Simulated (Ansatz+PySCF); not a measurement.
Results of a calculation; reference values are marked as such.
**Several solutions for singlet CO**

```json
{"atom": "C", "x (Å)": "0.0000", "y (Å)": "0.0000", "z (Å)": "-1.2892"}
{"atom": "O", "x (Å)": "0.0000", "y (Å)": "0.0000", "z (Å)": "0.9669"}
```

Basis set: 6-31G (spherical functions). Charge 0, multiplicity 1.

UHF was run from several starts with Ansatz (development build ahead of 0.2.0) and PySCF 2.14.0.

```json
{"run": "A", "program": "PySCF", "start": "guess atom, instabilities followed", "converged": "yes", "energy (hartree)": "-112.39359", "<S²>": "1.78"}
{"run": "B", "program": "PySCF", "start": "program defaults", "converged": "yes", "energy (hartree)": "-112.28458", "<S²>": "0.00"}
{"run": "C", "program": "Ansatz", "start": "atomic start, no search", "converged": "yes", "energy (hartree)": "-112.28458", "<S²>": "0.00"}
{"run": "D", "program": "PySCF", "start": "guess huckel, instabilities followed", "converged": "yes", "energy (hartree)": "-112.45824", "<S²>": "1.87"}
{"run": "E", "program": "PySCF", "start": "guess minao, instabilities followed", "converged": "yes", "energy (hartree)": "-112.39359", "<S²>": "1.78"}
{"run": "F", "program": "Ansatz", "start": "search for the lowest state", "converged": "yes", "energy (hartree)": "-112.46044", "<S²>": "1.99"}
{"run": "G", "program": "Ansatz", "start": "stability test followed", "converged": "yes", "energy (hartree)": "-112.39359", "<S²>": "1.78"}
{"run": "H", "program": "PySCF", "start": "guess 1e, instabilities followed", "converged": "yes", "energy (hartree)": "-112.39359", "<S²>": "1.78"}
```

Problem. Which runs reached the lowest solution of this kind, and what is wrong with the others?

Solution. F reached the lowest solution found. Converged but too high: A by 1.82 eV, B by 4.79 eV, C by 4.79 eV, D by 0.06 eV, E by 1.82 eV, G by 1.82 eV, H by 1.82 eV. Convergence only shows a stationary point, and even a stable one can lie too high; stability tests and further starts are what find lower ones. Caution: another spin multiplicity may lie lower. Caution: the unrestricted determinant is a mixture of spin states.
